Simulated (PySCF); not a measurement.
**Isomerisation enthalpies of C6H10**

**What was measured.**

CRC Handbook of Chemistry and Physics lists, for the gas at 298.15 K: enthalpy of formation of `C1=CCCCC1` (cyclohexene) -5 kJ/mol; enthalpy of formation of `CC1=CCCC1` (1-methylcyclopentene) -3.8 kJ/mol.

The results are set against them at the end.

Differences of these values give the isomerisation enthalpies. Geometries: PBE0-D3(BJ)/def2-SVP; runs in PySCF, gas phase, with a dispersion term only where the level names one. Total electronic energies (Eh):

```
   SMILES  PBE0-D3(BJ)/def2-SVP
C1=CCCCC1            -234.20669
CC1=CCCC1            -234.20447
```

Geometry of `C1=CCCCC1` (Å):
```
atom  x, y, z in Å
C1    -0.0149    1.5137    0.3368
C2     1.1948    0.9436    0.2956
C3     1.4138   -0.5040   -0.0311
C4     0.1695   -1.1552   -0.6280
C5    -1.0845   -0.7500    0.1381
C6    -1.2902    0.7614    0.0970
H7    -0.0945    2.5834    0.5579
H8     2.0803    1.5525    0.5066
H9     2.2675   -0.6021   -0.7229
H10    1.7238   -1.0409    0.8856
H11    0.0649   -0.8404   -1.6811
H12    0.2810   -2.2508   -0.6393
H13   -0.9843   -1.0740    1.1889
H14   -1.9699   -1.2663   -0.2649
H15   -2.0454    1.0664    0.8412
H16   -1.7121    1.0634   -0.8807
```

Geometry of `CC1=CCCC1` (Å):
```
atom  x, y, z in Å
C1     2.271    0.360   -0.028
C2     0.788    0.217   -0.029
C3    -0.123    1.146   -0.352
C4    -1.528    0.618   -0.294
C5    -1.364   -0.716    0.459
C6     0.117   -1.094    0.299
H7     2.585    1.371   -0.322
H8     2.689    0.145    0.970
H9     2.737   -0.361   -0.721
H10    0.121    2.164   -0.669
H11   -1.929    0.469   -1.314
H12   -2.230    1.303    0.209
H13   -2.051   -1.498    0.103
H14   -1.584   -0.558    1.527
H15    0.538   -1.570    1.200
H16    0.278   -1.813   -0.527
```

Zero-point and thermal terms are left out, so the computed numbers are electronic energies.

## Comparison

Relative to `C1=CCCCC1`, the lowest by measurement, in kJ/mol (measured: enthalpies at 298.15 K; computed: electronic energies):

```
   SMILES  measured  PBE0-D3(BJ)/def2-SVP
C1=CCCCC1       0.0                   0.0
CC1=CCCC1       1.2                   5.8
```

Measured values: -5 kJ/mol (298.15 K; CRC Handbook of Chemistry and Physics) for the first row; the others come from the same table. Unsigned miss: PBE0-D3(BJ)/def2-SVP 4.6 kJ/mol. The two lowest measured values lie only 1.2 kJ/mol apart, so their order may not be settled by the table. Where a level misses, the cause wasn't examined.
